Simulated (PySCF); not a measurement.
Which determinant of F₂⁺ lies lowest?

Unrestricted PBE0; PySCF, no relativity, basis sets F def2-TZVP. Outer shells of the fragments: F+ 2s2 2p4; F 2s2 2p5.

Followed along the bond (rough minima from three points):

| 2Ms+1 | unpaired | ⟨S²⟩ at the start | R at minimum (Å) | Te (eV) |
| --- | --- | --- | --- | --- |
| 2 | π ↑ | 0.75 | 1.27 | 0.00 |
| 4 | σ ↑, π ↑↑ | 3.76 | none in the scan | ≤ 2.33 |

Solutions found at the starting distance of 1.330 Å, counted from the lowest of them; the search is not exhaustive and high or unbound solutions are not listed, so other states can lie among these:

```
2Ms+1   unpaired   term  E (eV)  ⟨S²⟩  ⟨Lz²⟩
    2        π ↑     ²Π    0.00  0.75   1.00
    4  σ ↑, π ↑↑    ⁴Σ⁻    3.26  3.76   0.00
    4  σ ↑, π ↑↑  mixed    5.86  3.75   2.01
    4  σ ↑↑, π ↑     ⁴Π    8.13  3.76   1.00
```

A term symbol is given only where ⟨S²⟩ and ⟨Lz²⟩ are close to those of a pure state; real π, δ and φ orbitals otherwise mix terms, and g/u labels are left off.

Counting both spins, an empty level lies below a filled one in some of these solutions, because spin and occupation are held.
